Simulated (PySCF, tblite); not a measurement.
# ClF: bond homolysis

Aim: compute the bond homolysis of ClF (`FCl`).

Programs: tblite 0.8.0 and PySCF 2.14.0, with routines of our own; each step states its level. All values are computed. Atoms count from 0.

## 1. The system as given

2 atoms, charge 0, multiplicity 1; geometry from: start built from the parent or by distance geometry.

## 2. Geometry optimisation with GFN2-xTB

What the job is given:

```
{"job": {"kind": "relax", "xc": "GFN2-xTB", "basis": "xTB"}, "charge": 0, "multiplicity": 1}
F      0.864300    -0.006100    -0.005300
Cl    -0.858800     0.008700    -0.023000
```

Launch:

```console
> OMP_NUM_THREADS=1 python redox_run.py task.json out
```

The driver reads the jobs from task.json and runs them one after another.

What it wrote:

```text
step      E/eV     max force
  0    -250.83600    0.760
  1    -250.84846    0.381
  2    -250.85226    0.038
  3    -250.85229    0.002
```

Wall time 0.01 s (1 thread of Intel Xeon 6975P-C, shared host).

Relaxation path:

```
step  energy from step 0 (eV)  largest force (eV/Å)
   0                   0.0000                0.7601
   1                  -0.0125                0.3810
   2                  -0.0163                0.0380
   3                  -0.0163                0.0020
```

The bond:

```
  bond  before (Å)  after (Å)  change (Å)
F0–Cl1       1.723      1.682      -0.042
```

The end geometry stands in the next job.

## 3. Vibrational analysis with GFN2-xTB

What the job is given:

```
{"job": {"kind": "ir", "xc": "GFN2-xTB", "basis": "xTB"}, "charge": 0, "multiplicity": 1}
F      0.843533    -0.005940    -0.005495
Cl    -0.838019     0.008476    -0.022802
```

What it wrote:

```text
mode    cm-1     km/mol
  1     664.5     74.80
ZPE 3.975  H(298)-E 12.987  G(298)-E -52.237 kJ/mol  S 218.76 J/(mol K)
```

Wall time 0.05 s (1 thread of Intel Xeon 6975P-C, shared host).

The strongest bands and the atoms that carry them (share of the mass-weighted mode):

```
cm⁻¹  km/mol              atoms
 664    74.8  F0 65 %, Cl1 35 %
```

## 4. Relaxing the molecule at PBE0-D3(BJ)/def2-SVP

What the job is given:

```
{"job": {"xc": "PBE0", "basis": "def2-SVP", "d3": "d3bj", "grid": 1, "kind": "geom"}, "charge": 0, "multiplicity": 1}
F      0.843533    -0.005940    -0.005495
Cl    -0.838019     0.008476    -0.022802
```

What it wrote:

```text
step   0  E = -559.47578930  max force = 0.019510
step   1  E = -559.47644251  max force = 0.003513
step   2  E = -559.47646086  max force = 0.000708
step   3  E = -559.47646177  max force = 0.000059
optimisation converged
```

Run time: 0.85 s. Hardware: 1 thread of Intel Xeon 6975P-C, shared host.

Relaxation path:

```
step  energy from step 0 (eV)  largest force component (eV/Å)
   0                   0.0000                          1.0032
   1                  -0.0178                          0.1806
   2                  -0.0183                          0.0364
   3                  -0.0183                          0.0030
```

The bond:

```
  bond  before (Å)  after (Å)  change (Å)
F0–Cl1       1.682      1.644      -0.038
```

The final coordinates are the input of the step that follows.

```
                         at the end point           value
  point group (found at 0.08 Å tolerance)           Cinfv
rotational constants (GHz, main isotopes)  15.197, 15.197
                        dipole moment (D)            1.15
```

## 5. Harmonic vibrations (ClF): PBE0-D3(BJ)/def2-SVP

What the job is given:

```
{"job": {"xc": "PBE0", "basis": "def2-SVP", "d3": "d3bj", "grid": 2, "kind": "hessian"}, "charge": 0, "multiplicity": 1}
F      0.819918     0.057142    -0.081105
Cl    -0.814408    -0.054607     0.052807
```

What it wrote:

```text
coarse grid: 2712 points
cycle   1  E = -559.3971978693  dE =  1.076e-01  |g| = 3.599e-01  |ddm| = 1.555e+00
cycle   2  E = -559.3631748609  dE =  3.402e-02  |g| = 5.630e-01  |ddm| = 5.652e-01
cycle   3  E = -559.4193419573  dE = -5.617e-02  |g| = 5.724e-02  |ddm| = 3.817e-01
cycle   4  E = -559.4199668664  dE = -6.249e-04  |g| = 9.205e-03  |ddm| = 4.338e-02
cycle   5  E = -559.4199861591  dE = -1.929e-05  |g| = 1.278e-03  |ddm| = 8.028e-03
cycle   6  E = -559.4199865616  dE = -4.025e-07  |g| = 9.611e-05  |ddm| = 1.423e-03
final grid: 23352 points
cycle   7  E = -559.4764733417  dE = -2.841e-06  |g| = 2.251e-03  |ddm| = 5.313e-03
cycle   8  E = -559.4764716100  dE =  1.732e-06  |g| = 3.854e-03  |ddm| = 4.536e-03
cycle   9  E = -559.4764744130  dE = -2.803e-06  |g| = 2.288e-04  |ddm| = 2.551e-03
cycle  10  E = -559.4764744229  dE = -9.933e-09  |g| = 1.762e-05  |ddm| = 2.720e-04
cycle  11  E = -559.4764744230  dE = -4.866e-11  |g| = 3.940e-06  |ddm| = 1.646e-05
converged SCF energy = -559.4764744230

mode    cm-1
  1     802.1
ZPE 4.798  H(298)-E 13.678  G(298)-E -51.249 kJ/mol  S 217.77 J/(mol K)
```

It took 1.5 s on 1 thread of Intel Xeon 6975P-C, shared host.

Zero-point energy 4.80 kJ/mol (xTB gave 3.98).

## 6. Single point (ClF): M06-2X/def2-TZVP

Geometry: PBE0-D3(BJ)/def2-SVP.

What the job is given:

```
{"job": {"kind": "sp", "xc": "M06-2X", "basis": "def2-TZVP", "grid": 3}, "charge": 0, "multiplicity": 1}
F      0.819918     0.057142    -0.081105
Cl    -0.814408    -0.054607     0.052807
```

What it wrote:

```text
coarse grid: 11616 points
cycle   1  E = -559.9443412750  dE =  8.278e-02  |g| = 3.304e-01  |ddm| = 1.222e+00
cycle   2  E = -559.9455184196  dE = -1.177e-03  |g| = 3.302e-01  |ddm| = 3.299e-01
cycle   3  E = -559.9614463266  dE = -1.593e-02  |g| = 7.914e-02  |ddm| = 1.834e-01
cycle   4  E = -559.9623464193  dE = -9.001e-04  |g| = 1.194e-02  |ddm| = 3.660e-02
cycle   5  E = -559.9623721435  dE = -2.572e-05  |g| = 1.983e-03  |ddm| = 7.255e-03
cycle   6  E = -559.9623729326  dE = -7.891e-07  |g| = 3.031e-04  |ddm| = 1.443e-03
final grid: 33144 points
cycle   7  E = -559.9638374572  dE = -2.500e-06  |g| = 1.546e-03  |ddm| = 4.512e-03
cycle   8  E = -559.9638374489  dE =  8.330e-09  |g| = 1.494e-03  |ddm| = 1.365e-03
cycle   9  E = -559.9638377327  dE = -2.837e-07  |g| = 3.311e-04  |ddm| = 6.800e-04
cycle  10  E = -559.9638377502  dE = -1.758e-08  |g| = 2.972e-05  |ddm| = 2.030e-04
cycle  11  E = -559.9638377504  dE = -1.914e-10  |g| = 6.797e-06  |ddm| = 2.407e-05
converged SCF energy = -559.9638377504
```

Wall time 0.93 s (1 thread of Intel Xeon 6975P-C, shared host).

The fields below are evaluated on a grid from the run's orbitals.

Frontier orbitals at M06-2X/def2-TZVP, with the share of their density that lies nearest to each atom:

```
orbital  energy (eV)            lies on
   HOMO       -11.04  Cl1 83 %; F0 17 %
   LUMO        -1.83  Cl1 68 %; F0 32 %
```

ELF in a plane through or near 2 of the atoms.

Values, 10 rows by 14 columns:
```
0.00 0.00 0.00 0.00 0.00 0.00 0.00 0.00 0.00 0.00 0.00 0.00 0.00 0.00
0.00 0.00 0.00 0.03 0.20 0.27 0.14 0.01 0.00 0.00 0.00 0.00 0.00 0.00
0.00 0.00 0.02 0.23 0.66 0.72 0.48 0.03 0.02 0.08 0.03 0.00 0.00 0.00
0.00 0.00 0.08 0.48 0.90 0.93 0.78 0.12 0.45 0.62 0.31 0.05 0.00 0.00
0.00 0.00 0.06 0.40 0.60 0.24 0.26 0.55 0.80 0.85 0.55 0.12 0.00 0.00
0.00 0.00 0.05 0.32 0.25 0.67 0.19 0.71 0.22 0.71 0.57 0.13 0.00 0.00
0.00 0.00 0.07 0.47 0.90 0.86 0.76 0.32 0.75 0.81 0.47 0.08 0.00 0.00
0.00 0.00 0.06 0.39 0.83 0.87 0.67 0.05 0.14 0.31 0.14 0.02 0.00 0.00
0.00 0.00 0.01 0.14 0.53 0.60 0.36 0.02 0.01 0.03 0.01 0.00 0.00 0.00
0.00 0.00 0.00 0.00 0.03 0.04 0.03 0.00 0.00 0.00 0.00 0.00 0.00 0.00
```
The map spans 6.8 Å across and 5.2 Å up, centred on the molecule. Atoms in the plane (x, y in Å): F0 (0.8, 0.0), Cl1 (-0.8, 0.0).

log10 of the density (e/Å³) in the same plane.

Ten even steps from ' ' (-4.0) to '@' (2.3):
```
              ..............                            
          ......::::::::::::......                      
        ..::::::----------::::::..........              
      ..::::::----------------::::::::::::....          
      ..::::----==========--------------::::..          
    ..::::----====++++++++============----::::..        
  ....::--====++++++**++++++++++++++++====----::..      
  ....::--====++**********++++********++++==--::..      
  ....::--==++++****####******########**++==--::..      
  ....::--==++****##@@%%##****##%%%%####++====::..      
  ....::--==++****##@@%%##****####@@####++====::..      
  ....::--==++++****####******########**++==--::..      
  ....::--====++**********++++********++====--::..      
  ....::--====++++++**++++++++++++++++====----::..      
    ..::::----====++++++++============----::::..        
      ..::::----==========--------------::::..          
      ..::::::----------------::::::::::::....          
        ..::::::----------::::::..........              
          ......::::::::::::......                      
              ..............                            
```
The map spans 6.8 Å across and 5.2 Å up, centred on the molecule. Atoms in the plane (x, y in Å): F0 (0.8, 0.0), Cl1 (-0.8, 0.0).

On the surface of density 0.002 e/bohr³ the electrostatic potential runs, from the 1st to the 99th percentile, from -0.44 V near F0 to 2.06 V near Cl1.

## 7. Bond homolysis: M06-2X/def2-TZVP

This step combines the energies above: geometries from PBE0-D3(BJ)/def2-SVP, zero-point and thermal terms from PBE0-D3(BJ)/def2-SVP.

What the job is given:

```
{"job": {"kind": "bd", "cap": 8, "geom": {"xc": "PBE0", "basis": "def2-SVP", "d3": "d3bj", "grid": 1}, "hess": 1, "level": {"xc": "M06-2X", "basis": "def2-TZVP", "grid": 3}}, "charge": 0, "multiplicity": 1}
F      0.819918     0.057142    -0.081105
Cl    -0.814408    -0.054607     0.052807
```

Output (the driver's rows laid out field by field):

```text
homolysis bond by bond, M06-2X/def2-TZVP // PBE0-D3(BJ)/def2-SVP

row 1
  atoms                   0 1
  elements                F Cl
  length                  1.6436
  fragments               formula F, charge 0, multiplicity 2, smiles [F], kept yes, pieces 1; formula Cl, charge 0, multiplicity 2, smiles [Cl], kept yes, pieces 1
  electronic              256.07
  zero_kelvin             251.27
  enthalpy                254.79
  free_energy             221.76
```

It took 4.3 s on 1 thread of Intel Xeon 6975P-C, shared host.

Some single points behind these values are not shown above.

Dissociation energies (kJ/mol, gas phase, 298 K for the thermal columns):

```
  bond   fragments  electronic  enthalpy  free energy
F0–Cl1  [F] + [Cl]       256.1     254.8        221.8
```

## 8. Single point (ClF): wavefunction

Geometry: PBE0-D3(BJ)/def2-SVP.

What the job is given:

```
{"job": {"kind": "sp", "xc": "CCSD(T)", "basis": "aug-cc-pVTZ", "grid": 2}, "charge": 0, "multiplicity": 1}
F      0.819918     0.057142    -0.081105
Cl    -0.814408    -0.054607     0.052807
```

Method: wavefunction single point, frozen core, gas phase.

What it wrote:

```text
final grid: 23352 points
cycle   1  E = -558.8777228481  dE =  1.740e-02  |g| = 3.544e-01  |ddm| = 1.866e+00
cycle   2  E = -558.8992632089  dE = -2.154e-02  |g| = 1.573e-01  |ddm| = 4.438e-01
cycle   3  E = -558.9028492216  dE = -3.586e-03  |g| = 4.531e-02  |ddm| = 1.565e-01
cycle   4  E = -558.9031938808  dE = -3.447e-04  |g| = 1.170e-02  |ddm| = 4.720e-02
cycle   5  E = -558.9032335612  dE = -3.968e-05  |g| = 1.710e-03  |ddm| = 1.367e-02
cycle   6  E = -558.9032348424  dE = -1.281e-06  |g| = 3.351e-04  |ddm| = 2.212e-03
cycle   7  E = -558.9032349184  dE = -7.603e-08  |g| = 1.099e-04  |ddm| = 7.192e-04
cycle   8  E = -558.9032349250  dE = -6.587e-09  |g| = 3.146e-05  |ddm| = 2.272e-04
converged SCF energy = -558.9032349250
E(HF, exact integrals) = -558.9033330992
E(MP2) = -559.3618146519
E(CCSD) = -559.3781562231
E(CCSD(T)) = -559.3966932620
T1 diagnostic = 0.0124
```

Wall time 7.1 s (1 thread of Intel Xeon 6975P-C, shared host); peak memory 0.62 GiB.

## 9. Single point (F radical): wavefunction

Geometry: atom.

What the job is given:

```
{"job": {"kind": "sp", "xc": "CCSD(T)", "basis": "aug-cc-pVTZ", "grid": 2}, "charge": 0, "multiplicity": 2}
F      0.000000     0.000000     0.000000
```

With the program's defaults for keys left out, this is: wavefunction single point, frozen core, gas phase.

What it wrote:

```text
final grid: 11608 points
cycle   1  E = -99.3946188085  dE = -3.408e-01  |g| = 1.920e-01  |ddm| = 8.839e-01
cycle   2  E = -99.4053446547  dE = -1.073e-02  |g| = 7.259e-02  |ddm| = 1.916e-01
cycle   3  E = -99.4066382916  dE = -1.294e-03  |g| = 2.055e-02  |ddm| = 7.902e-02
cycle   4  E = -99.4068472622  dE = -2.090e-04  |g| = 5.391e-03  |ddm| = 2.735e-02
cycle   5  E = -99.4068737724  dE = -2.651e-05  |g| = 1.454e-03  |ddm| = 1.329e-02
cycle   6  E = -99.4068759418  dE = -2.169e-06  |g| = 2.354e-04  |ddm| = 4.369e-03
cycle   7  E = -99.4068760006  dE = -5.883e-08  |g| = 4.315e-05  |ddm| = 6.449e-04
cycle   8  E = -99.4068760019  dE = -1.296e-09  |g| = 2.306e-06  |ddm| = 1.060e-04
converged SCF energy = -99.4068760019
E(HF, exact integrals) = -99.4068793529
E(MP2) = -99.6121061870
E(CCSD) = -99.6234524463
E(CCSD(T)) = -99.6278270927
T1 diagnostic = 0.0109
```

It took 0.94 s on 1 thread of Intel Xeon 6975P-C, shared host.

(Part 1 of 2 ends here.)
